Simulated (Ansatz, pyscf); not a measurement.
B–OH [singlet] + H₂O -> HO–BH–OH, an insertion on the singlet surface: H–O broken, B–H, B–O formed. PySCF, gas phase, ωB97X-D3(BJ)/def2-SVP geometries. Wave-function energies: Ansatz (a first-principles code), frozen core, RHF or UHF references. In kJ/mol, from the separated reactants.

Cost: rough CPU time of the saddle's run relative to CCSD(T)/cc-pV(D+d)Z, from one job on a shared machine, with the HF step and its search for lower states.

```csv
level,barrier,reaction energy,cost
ωB97M-D3(BJ)/def2-TZVP,71.20,-374.98,–
PBE/def2-TZVP,27.97,-389.92,–
CCSD(T)/cc-pV(D+d)Z,75.73,-373.11,1
CCSDT(Q)/cc-pV(D+d)Z,(withheld),(withheld),80
CCSD(T)/cc-pV(T+d)Z,80.50,-371.55,9
CCSD(T)/cc-pV(Q+d)Z,(withheld),-369.95,–
```

### Question
Fill in the missing entries.

### Answer

- CCSDT(Q)/cc-pV(D+d)Z, barrier: 74.01
- CCSDT(Q)/cc-pV(D+d)Z, reaction energy: -372.61
- CCSD(T)/cc-pV(Q+d)Z, barrier: 83.58

In cc-pV(D+d)Z, going from CCSD(T) to CCSDT(Q) shifts the barrier by -1.72 and the reaction energy by +0.50 kJ/mol. With HF in the quadruple-zeta basis and the correlation energy extrapolated as X⁻³ from X = 3, 4, CCSD(T) gives 83.04 and -371.25; adding the double-zeta shift gives ΔE‡ = 81.31 and ΔE = -370.74 kJ/mol, without core correlation, relativity or geometry relaxation at these levels. On the reactant side the descent ends in a bound adduct, 46.73 kJ/mol under the separated species and 117.08 kJ/mol under the saddle at ωB97X-D3(BJ)/def2-TZVP. At ωB97X-D3(BJ)/def2-TZVP the barrier from the zero used here is 70.35 kJ/mol. B–OH [singlet] lies 186.11 kJ/mol over its isomer HB=O (electronic energy, ωB97M-D3(BJ)/def2-TZVP). This is the saddle that the search found; another between the same sides may lie lower.
